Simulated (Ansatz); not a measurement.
This geometry of C₃H₅NO (10 atoms, charge 0, multiplicity 1) is a first-order saddle point.

Method: RKS PBE/def2-SVP in Ansatz 0.2.0.

```xyz
10
Properties=species:S:1:pos:R:3
O -1.142 1.302 -1.110
C -0.339 0.404 -0.473
C 0.273 -0.776 -0.778
N 0.472 -1.186 0.583
C -0.124 0.127 1.007
H -0.581 1.949 -1.577
H 0.513 -1.362 -1.680
H 1.458 -1.302 0.865
H -1.040 0.004 1.624
H 0.592 0.789 1.542
```

Q: Which two structures does it join? (They come from a converged band through this point; their orientation in space is the band's.)

A: No bond is made or broken. The dihedral H6–O1–C2–C3 goes from -163 to -3°.

First end point:

```xyz
10
Properties=species:S:1:pos:R:3
O -0.942 1.223 -1.368
C -0.236 0.363 -0.592
C 0.303 -0.869 -0.796
N 0.441 -1.191 0.608
C -0.085 0.182 0.911
H -0.906 2.105 -0.954
H 0.479 -1.545 -1.645
H 1.420 -1.316 0.914
H -1.034 0.155 1.490
H 0.644 0.841 1.434
```

Last end point:

```xyz
10
Properties=species:S:1:pos:R:3
O -0.863 1.587 -0.934
C -0.237 0.512 -0.402
C 0.261 -0.698 -0.780
N 0.403 -1.206 0.572
C -0.061 0.146 1.051
H -0.947 1.448 -1.896
H 0.423 -1.260 -1.712
H 1.386 -1.385 0.837
H -0.992 0.091 1.654
H 0.710 0.714 1.614
```

Q: How far does it lie above each of them?

A: 0.086 eV above the first and 0.130 eV above the second. This is the barrier of this one path; another mechanism may lie lower.

Run time: 76 s on 2 threads of Intel(R) Xeon(R) Platinum 8488C (Sapphire Rapids), with other jobs on the host, peak memory 0.19 GiB.
